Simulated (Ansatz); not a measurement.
H$_{2}$Si–N⁺, triplet: the ladder up to full CI

Geometry: that of the H2Si–N, quartet, kept fixed.

```xyz
4

Si    0.0000    0.0000    0.5558
N     0.0000    0.0000   -1.2927
H     0.0000    1.3020    1.2391
H     0.0000   -1.3020    1.2391
```

Basis 6-31G; Ansatz 0.2.0. Only valence electrons are correlated (noble-gas cores frozen), which leaves 10 electrons in 20 orbitals. Prefix R: restricted or restricted open-shell reference; prefix U: unrestricted. Active spaces: valence = (10e, 10o) chosen from the atoms' valence shells.

Full CI is exact within this basis and frozen core; it isn't the basis-set limit. The frozen core follows each run's orbitals, which can shift R against U totals by a few meV.

For open shells CISD and CISDTQ are restricted-active-space CI with the open shells as a complete middle space.

- UHF ⟨S²⟩: 2.026
- T1 diagnostic (RCCSD): 0.0268
- largest doubles amplitude (RCCSD): 0.054
- T1 diagnostic (UCCSD): 0.0261

| level | E − E(full CI) (kcal/mol) | share of correlation (%) | wall time |
| --- | --- | --- | --- |
| RHF | 82.16 | 0.00 | – |
| UHF | 79.61 | 3.11 | – |
| RMP2 | 19.44 | 76.34 | – |
| UMP2 | 19.32 | 76.49 | – |
| CISD | 6.26 | 92.38 | 0.82 s |
| RCCSD | 2.35 | 97.14 | – |
| UCCSD | 2.29 | 97.21 | – |
| RCCSD(T) | 0.73 | 99.11 | 0.85 s |
| UCCSD(T) | 0.72 | 99.13 | 0.97 s |
| BCCD(T) | 0.77 | 99.06 | 0.94 s |
| RCCSDT | 0.17 | 99.79 | – |
| UCCSDT | 0.15 | 99.82 | – |
| CISDTQ | 0.20 | 99.76 | 18 s |
| RCCSDT(Q) | 0.02 | 99.97 | 3.9 s |
| UCCSDT(Q) | -0.01 | 100.01 | 3.8 s |
| RCCSDTQ | 0.00 | 100.00 | 25 s (H100) |
| UCCSDTQ | -0.02 | 100.02 | 44 s (H100) |
| CASSCF (valence space) | 31.47 | 61.70 | – |
| NEVPT2 (valence space) | 7.04 | 91.43 | 4.7 s |
| MRCISD (valence space) | 1.06 | 98.71 | – |
| MRCISD+Q (valence space) | 0.37 | 99.55 | 7 s |

The correlation energy at full CI, counted from RHF, is -3.563 eV. That run took 51 s on 2 threads of AMD EPYC 7R13 with a shared H100 80 GB, shared host over 60,087,040 determinants.

Times hold each run's SCF and search for its determinant on a shared host, so for small cases they say little of a method's own cost; rows without a card ran on 1 thread of AMD EPYC 7R13.

The full-CI state has the irrep A2 of C2v, in the program's axes.

Natural occupations of full CI about the gap: 1.981 1.969 1.962 1.939 0.994 0.986 0.060 0.028 0.025 0.023; effectively unpaired electrons, Σ n²(2−n)², 2.05.
